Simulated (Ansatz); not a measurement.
## Band gap of some cubic solids

Method: PBE0-D3(BJ) in Ansatz (plane waves, PAW). References are measured gaps from which a computed or estimated zero-point shift was taken out, by their sources or here, so that they lie as a rule above the printed measurements. The table is a random draw of 6 from 10 solids with such references.

Values in eV.

| solid | reference | PBE0-D3(BJ) | error (eV) |
|---|---|---|---|
| rock-salt LiF | 15.35 | 12.81 | -2.54 |
| zinc-blende BP | 2.2¶ (2.20–2.50) | 2.60 | +0.40 |
| zinc-blende GaP | 2.43 | 2.87 | +0.44 |
| zinc-blende AlP | 2.54 | 2.90 | +0.36 |
| zinc-blende InP | 1.47 | 2.18 | +0.71 |
| rock-salt SrO | 5.63 | 5.52 | -0.11 |

Over these 6 solids the mean error is -0.12 eV, the mean absolute error 0.76 eV (median 0.42 eV), and the worst case rock-salt LiF at -2.54 eV; the value is above the reference in 4 of 6 cases. Over all 10, from unrounded values, the mean error is -0.02 eV and the mean absolute error 0.65 eV (median 0.42 eV).

¶ marks references of a special kind: zinc-blende BP, 2.2 eV (measured, zero-point renormalisation of 0.106 eV removed from the gap extrapolated to 0 K (as printed); the shift is computed, second of two values printed, our sources range from 2.20 to 2.50; as tabulated in X. Ren, F. Merz, H. Jiang et al., All-electron periodic G0W0 implementation …).

Brackets give the range of the sources taken for a reference, where it is wide; it can hold other temperatures.

Differences are worked out from the printed values.

Computed values are for a static lattice; measured ones hold zero-point and thermal shifts unless a correction is named.

Levels without +SOC have no spin–orbit coupling; where heavier elements are present it shifts gaps, mostly down, and can invert bands. Each level is taken at its own relaxed cell. Ansatz's density-functional and Hartree–Fock values are scalar-relativistic unless marked +SOC, with PAW data made under PBE.

Not in this set, of the solids of all kinds but layered and molecular ones with a reference value in our tables and a result at some level: 171 for a reference of another kind, counted apart; 8 for spin–orbit coupling left out; 7 for sources at odds; 6 for no value at PBE0-D3(BJ) (not run, a failed fit, an unstable or unbound cell, or a value held back for tests); 2 for a high-temperature or high-pressure phase; 2 for a doubt noted on the run at PBE0-D3(BJ); 2 for a measured value of zero; 2 for a reference that its source doubts or gives as a wide range. These can be a level's best or worst cases. At least 69 more with a reference value are held back for tests. Solids without a released value at any level aren't counted. Without +SOC, gaps count where the solid holds none of Ge, As, Se, Br, Sn, Sb, Te, I or the elements past barium, or holds Ge, As, Se or Br with a gap over 4 eV. The metals Ce to Yb are counted apart.

References as tabulated in, or derived from, Chen et al. (2018), doi:10.1103/physrevmaterials.2.073803; X. Ren, F. Merz, H. Jiang et al., All-electron periodic G0W0 implementation …; Miglio et al. (2020), arXiv:2011.12765.

Ansatz is a first-principles code.
